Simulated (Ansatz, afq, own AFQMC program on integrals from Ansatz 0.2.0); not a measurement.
## I, doublet in def2-SVP, levels against full CI

A free I atom.

Basis def2-SVP with its core potentials. Noble-gas cores (and the filled d shells of Ga–Kr and In–Xe) are frozen. Integrals, coupled cluster, full CI and functionals: Ansatz 0.2.0; the random walks run on the same integrals in our own AFQMC program. The CISD trial takes its coefficients from CCSD amplitudes. Released means that phaseless walkers are propagated on without the constraint, phases kept. Free projection: walkers drawn from exp(T), propagated without any constraint. Its projection time is finite, and what remains of the start isn't in its error. ± is one standard error of the sampling. No spin–orbit coupling.

Determinant: UHF, the one that the program's search chose, which needn't be the lowest solution.

Full CI on the same integrals is exact in this basis and with this determinant's frozen core.

Cautions: no spin-orbit coupling; inner d shell frozen.

- T1 diagnostic: 0.0054
- weight of the determinant in the CISD state: 0.950
- ⟨S²⟩ of the determinant: 0.756
- size of the correlated space: 7 electrons in 17 orbitals

Reference: full CI, correlation energy -2.491 eV. The released energy is read at 1.50 1/Eh (meV from the phaseless value at times in 1/Eh: 0.5 ± 0.7 at 0.24, -0.2 ± 0.4 at 0.50, -1.0 ± 0.5 at 1.00, -1.0 ± 0.3 at 1.50).

```
         level  E − E(reference) (meV)  share of correlation (%)
            HF                  2490.8                      0.00
           MP2                   369.9                     85.15
          CCSD                    29.0                     98.84
       CCSD(T)                     7.8                     99.69
         CCSDT                     3.7                     99.85
      CCSDT(Q)                     0.5                     99.98
        CCSDTQ                     0.1                    100.00
   ph-AFQMC/HF             35.9 ± 12.8                     98.56
 ph-AFQMC/CISD               1.6 ± 2.2                     99.94
released AFQMC               0.6 ± 0.3                     99.98
    free AFQMC               0.4 ± 0.4                     99.99
```

CCSDT and higher add their correlation energy to the determinant of the CCSD(T) run, since their own runs factorise the integrals more tightly (a shift of under 2 meV). Free projections are given only where their last times agree within the noise and don't stop above the reference; a slow remainder of the start can still hide under it. A walk keeps the symmetry of its determinant, which the program's search chose and which needn't be the lowest solution, so a lower state of the same spin and another symmetry isn't excluded. Released energies are given only where the last usable release times agree within the noise; a slower fall can still hide under it.
